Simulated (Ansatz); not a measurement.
C2H3Al (`C#[C][AlH2]`) at its PBE0-D4/def2-TZVP geometry, where that method's forces vanish. Total charge 0; spin multiplicity 1.

```xyz
6

C     1.4157    0.0616    1.1675
C     0.4825    0.0205    0.3968
Al   -0.9873   -0.0431   -0.8144
H     2.2379    0.0979    1.8463
H    -1.7765    1.2900   -1.1239
H    -1.3722   -1.4269   -1.4723
```

(1) What forces (eV/Å) does B3LYP-D4/def2-TZVPP give on these atoms in the Gaussian-basis code of Ansatz? (Estimate.)

Answers

(1) The calculation gave: 
```
C1   0.074  0.003  0.060
C2   0.009  0.001  0.009
Al3 -0.064 -0.003 -0.053
H4  -0.087 -0.004 -0.071
H5   0.047 -0.087  0.016
H6   0.021  0.090  0.039
```

B3LYP here is the variant with VWN-RPA as its local correlation; programs differ in this.
